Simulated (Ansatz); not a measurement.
The input, for Ansatz 0.2.0:

```yaml
crystal:
  periodic: [false, false, false]
  atoms:
    - {symbol: Na, position_ang: [0.000000, 0.000000, 0.000000]}
    - {symbol: Na, position_ang: [0.000000, 0.000000, 4.247000]}
basis:
  gaussian: {orbitals: aug-cc-pVTZ}
total_charge: -1
magnetization: {spin_polarized: true, initial_magnetization: 1}
hamiltonian: {xc: hf}
output: {orbitals: {seedname: orbitals}}
```

```sh
$ ansatz run in.yaml --threads 1 --pin off --events-out ev --progress --plain --max-ram 2393MiB
```

Output:

```
772 factors; their error is unknown
mean field evaluation 1: about -8808.4755 eV, gradient 1.1e0 eV
mean field evaluation 2: about -8808.5600 eV, gradient 8.5e-1 eV
mean field evaluation 4: about -8808.7529 eV, gradient 5.2e-1 eV
mean field evaluation 8: about -8808.8285 eV, gradient 1.1e-1 eV
mean field evaluation 16: about -8808.8248 eV, gradient 1.1e0 eV
mean field evaluation 32: about -8806.9904 eV, gradient 2.9e0 eV
mean field evaluation 64: about -8808.9531 eV, gradient 5.3e-2 eV
mean field evaluation 96: about -8808.1417 eV, gradient 1.9e-2 eV
mean field evaluation 128: about -8808.4028 eV, gradient 9.4e-2 eV
mean field -8809.17977857 eV, -323.7313857858 hartree, gradient 1.1e-5 eV, S^2 1.220167; 3 other end points of the search recorded, 0 dependent functions left out
reference -8809.17977857 eV, -323.7313857858 hartree; 12, 11 occupied and 88, 89 virtual orbitals, 772 factors
Total energy: -8809.17977857 eV, -323.7313857858 hartree
```

Ran on 1 thread of Arm Neoverse V1, shared host: 6 s wall, 0.18 GiB peak host memory.
